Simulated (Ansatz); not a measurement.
Ideal-gas functions of C$_{2}$H$_{5}$FO (`COCF`) at 800 K and 1 bar, from an Ansatz frequency run at PBE0-D4/def2-TZVP.

Molar mass 64.06 g/mol, point group C1 (symmetry number 1), electronic degeneracy 1, moments of inertia 27.993, 90.131, 104.909 u Å². Harmonic wavenumbers (cm⁻¹, unscaled): 138, 181, 394, 575, 987, 1028, 1132, 1175, 1223, 1249, 1313, 1436, 1471, 1483, 1503, 1517, 3010, 3021, 3098, 3125, 3158.

Use S(trans) = R[1.5 ln M + 2.5 ln T − 1.1517]; rotational temperatures θ = 24.2544 K / I; S(rot) = R[ln(√π/σ · √(T³/θAθBθC)) + 1.5]; for each mode x = 1.438777 ν̃/T, S = R[x/(eˣ − 1) − ln(1 − e⁻ˣ)] and H = RT x/(eˣ − 1); 1 cm⁻¹ = 0.0119627 kJ/mol; R = 8.31446 J/(mol·K).

Question: By hand: the entropy, in J/(mol·K).

Answer: Translation 181.3. Rotation: θ = 0.8664, 0.2691, 0.2312 K, giving 112.7. Vibration, mode by mode: 19.92, 17.68, 11.35, 8.40, 4.56, 4.30, 3.71, 3.49, 3.26, 3.14, 2.87, 2.41, 2.29, 2.25, 2.19, 2.15, 0.24, 0.23, 0.21, 0.20, 0.19, in all 95.0. Electronic 0.0. Sum 389.0 J/(mol·K).

Question: By hand: H − E and G − E in kJ/mol, counted from the electronic energy.

Answer: Zero-point energy ½ × 32217 × 0.0119627 = 192.7; thermal vibration 41.1; translation, rotation and pV give 4 RT = 26.6. H − E = 260.4 kJ/mol, and G − E = 260.4 − 800 × 389.0/1000 = -50.8 kJ/mol.

Vibration gives 24 % of the entropy, 19.9 J/(mol·K) of it from the mode under 150 cm⁻¹: soft modes count most, and the harmonic formula is weakest for them. The sum counts one conformer and one mirror image; others add a mixing term.
